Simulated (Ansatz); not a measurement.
A made-up structure of MgBH3O, singlet:

```tsv
atom	x (Å)	y (Å)	z (Å)
B1	-0.9099	0.2905	-0.9353
O2	-0.0074	-0.0001	-0.0103
Mg3	1.2142	-0.3886	1.2473
H4	0.2575	-0.7327	-0.5882
H5	-1.6820	1.2114	-0.7733
H6	2.3610	-0.7528	2.4278
```

It is relaxed with PBE-D4/def2-SVP and then PBE0-D4/def2-TZVP (Ansatz 0.2.0). Atoms count as bonded within 1.22 times the sum of their covalent radii (H–H: 0.88 Å). The end point is not checked to be a true minimum.

Task: Does its bonding change? (A judgement: the text doesn't fix the answer.)

Result: The calculation gives: Yes. Formed: H4–H6; broken: O2–Mg3, O2–H4, Mg3–H6.

Where it ends: The first stage lowers the energy by 3.75 eV in 47 steps. It ends as a complex of BHO ([BH][O]) + H₂ + Mg:
B1  (-1.098, 0.643, -0.723)
O2  (-0.281, 0.380, 0.116)
Mg3  (0.751, 1.290, 2.869)
H4  (1.631, -1.517, 0.338)
H5  (-1.898, 0.906, -1.538)
H6  (2.127, -2.075, 0.306)
(Å)

Labels in which every atom is bracketed show which atoms are joined, not bond orders.

For scale, one of the runs: PBE0-D4/def2-TZVP relaxation, 112 basis functions, launched by `ansatz run in.yaml --threads 2 --pin off --events-out ev --progress --plain --max-ram 4352MiB`. Hardware: 2 CPU threads of an Arm Neoverse V1, shared host. Wall time about 17 s.
